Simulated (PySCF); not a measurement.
# H3O+ (oxonium) at SVWN5/6-31G

Aim: the vertical ionisation energy of H3O+ (oxonium) at SVWN5/6-31G, from 2 runs. Input form: a Python script.

Program for the calculation: PySCF 2.14.0.

5 further runs of the same task are left out: 5 set aside as unsound or not needed.

### Step 1. Starting point

The species is H3O+ (4 atoms), meant as a singlet with charge +1. SMILES: `[OH3+]`. The shape is that of a PBE0-D4/def2-TZVP optimisation.

Bond lengths: O1–H2 0.978 Å, O1–H3 0.978 Å, O1–H4 0.978 Å. Angles: H2–O1–H3 113.0°, H2–O1–H4 113.0°, H3–O1–H4 113.0°.

### Step 2. The energy at SVWN5/6-31G

Input file input.py:

```python
from pyscf import gto, dft

system = gto.M(
    atom='''
O      0.343873    -0.107147    -0.099702
H      0.413963     1.735600     0.028610
H     -0.772690    -0.695967    -1.450138
H      0.014853    -0.932485     1.521267
''',
    basis='6-31g',
    unit='bohr',
    verbose=3,
    max_memory=1860,
    charge=1,
)

mf = dft.RKS(system)
mf.xc = 'svwn'
mf.conv_tol = 1e-10
mf.grids.level = 5
mf.kernel()
if not mf.converged:
    mf = mf.newton().run(mf.mo_coeff, mf.mo_occ)

e_tot = mf.e_tot
print('E = %.10f Eh' % e_tot)
```

Started as:

```sh
$ OMP_NUM_THREADS=1 python input.py
```

The program printed:

```text
converged SCF energy = -76.1049334064252
E = -76.1049334064 Eh
```

It took 0.8 s on 1 thread of Intel Xeon 6975P-C (Granite Rapids), shared host; peak memory 0.13 GiB.

### Step 3. Doublet [H3O]2+, same level

Input file input.xyz:

```xyz
4

O      0.181970    -0.056700    -0.052760
H      0.219060     0.918440     0.015140
H     -0.408890    -0.368290    -0.767380
H      0.007860    -0.493450     0.805020
```

Input file job.py:

```python
from pyscf import gto, dft

mol = gto.M(
    atom='input.xyz',
    max_memory=1860,
    charge=2,
    spin=1,
    basis='6-31g',
    verbose=4,
)

ks = dft.UKS(mol, xc='svwn')
ks.grids.level = 5
ks.conv_tol = 1e-10
ks.kernel()
if not ks.converged:
    ks = ks.newton().run(ks.mo_coeff, ks.mo_occ)

energy = ks.e_tot
print('Final energy', energy)
```

Started as:

```sh
$ OMP_NUM_THREADS=1 python job.py
```

The program printed:

```text
PySCF version 2.14.0

[INPUT] num. atoms = 4
[INPUT] num. electrons = 9
[INPUT] charge = 2
[INPUT] spin (= nelec alpha-beta = 2S) = 1
[INPUT] symmetry False subgroup None
[INPUT] Mole.unit = angstrom
[INPUT] Symbol           X                Y                Z      unit          X                Y                Z       unit  Magmom
[INPUT]  1 O      0.181970000000  -0.056700000000  -0.052760000000 AA    0.343873462887  -0.107147471263  -0.099701950332 Bohr   0.0
[INPUT]  2 H      0.219060000000   0.918440000000   0.015140000000 AA    0.413963404847   1.735600061846   0.028610453526 Bohr   0.0
[INPUT]  3 H     -0.408890000000  -0.368290000000  -0.767380000000 AA   -0.772690115073  -0.695967234416  -1.450138033469 Bohr   0.0
[INPUT]  4 H      0.007860000000  -0.493450000000   0.805020000000 AA    0.014853247339  -0.932485356167   1.521267324797 Bohr   0.0

nuclear repulsion = 13.9563073672582
number of shells = 11
number of NR pGTOs = 34
number of NR cGTOs = 15
basis = 6-31g
ecp = {}

******** <class 'pyscf.dft.uks.UKS'> ********
method = UKS
initial guess = minao
damping factor = 0
level_shift factor = 0
DIIS = <class 'pyscf.scf.diis.CDIIS'>
diis_start_cycle = 1
diis_space = 8
diis_damp = 0
SCF conv_tol = 1e-10
SCF conv_tol_grad = None
SCF max_cycles = 50
direct_scf = True
direct_scf_tol = 1e-13
number electrons alpha = 5  beta = 4
XC library pyscf.dft.libxc version 7.0.0
    S. Lehtola, C. Steigemann, M. J.T. Oliveira, and M. A.L. Marques.,  SoftwareX 7, 1–5 (2018)
XC functionals = svwn
    P. A. M. Dirac.,  Math. Proc. Cambridge Philos. Soc. 26, 376 (1930)
    F. Bloch.,  Z. Phys. 57, 545 (1929)
    S. H. Vosko, L. Wilk, and M. Nusair.,  Can. J. Phys. 58, 1200 (1980)
radial grids:
    Treutler-Ahlrichs [JCP 102, 346 (1995); DOI:10.1063/1.469408] (M4) radial grids

becke partition: Becke, JCP 88, 2547 (1988); DOI:10.1063/1.454033
pruning grids: <function nwchem_prune>
grids dens level: 5
symmetrized grids: False
atomic radii adjust function: <function treutler_atomic_radii_adjust>
small_rho_cutoff = 0
Set gradient conv threshold to 1e-05
tot grids = 113600
init E= -76.471435422067
[... the frontier-level lines of each cycle are left out ...]

cycle= 1 E= -75.1551968318039  delta_E= 1.32  |g|= 0.263  |ddm|= 1.06
cycle= 2 E= -75.1569895537434  delta_E= -0.00179  |g|= 0.297  |ddm|= 0.361
cycle= 3 E= -75.1892870735887  delta_E= -0.0323  |g|= 0.0163  |ddm|= 0.166
cycle= 4 E= -75.189416875591  delta_E= -0.00013  |g|= 0.00261  |ddm|= 0.0136
cycle= 5 E= -75.1894217359623  delta_E= -4.86e-06  |g|= 0.000443  |ddm|= 0.00262
cycle= 6 E= -75.189421907772  delta_E= -1.72e-07  |g|= 3.53e-05  |ddm|= 0.000544
cycle= 7 E= -75.1894219083902  delta_E= -6.18e-10  |g|= 1.65e-06  |ddm|= 2.82e-05
cycle= 8 E= -75.1894219083914  delta_E= -1.24e-12  |g|= 2.97e-08  |ddm|= 1.18e-06
Extra cycle  E= -75.1894219083913  delta_E= 7.11e-14  |g|= 2.61e-08  |ddm|= 3.8e-08
converged SCF energy = -75.1894219083913  <S^2> = 0.75163817  2S+1 = 2.0016375
Final energy -75.18942190839132
```

Run time: 1 s. Hardware: 1 thread of Intel Xeon 6975P-C (Granite Rapids), shared host; peak memory 0.13 GiB.

### Step 4. Summary of results

At SVWN5/6-31G:

```
                                            quantity         value
                          singlet H3O+: total energy  -76.10493 Eh
                           singlet H3O+: HOMO energy     -18.18 eV
                           singlet H3O+: LUMO energy      -7.86 eV
                         singlet H3O+: HOMO–LUMO gap      10.32 eV
                       doublet [H3O]2+: total energy  -75.18942 Eh
 doublet [H3O]2+: HOMO energy (highest over α and β)     -34.82 eV
  doublet [H3O]2+: LUMO energy (lowest over α and β)     -31.55 eV
                               doublet [H3O]2+: ⟨S²⟩         0.752
vertical ionisation energy (to the doublet dication)     24.912 eV
```

What this shows: The vertical ionisation energy comes to 24.91 eV (2404 kJ/mol). The negative HOMO energy of the first species, 18.18 eV, lies 6.73 eV below that difference. Mulliken charges (singlet H3O+) run from -0.62 on O1 to +0.54 on H2; they depend strongly on the basis. Mulliken charges (doublet [H3O]2+) run from -0.01 on O1 to +0.67 on H2; they depend strongly on the basis.
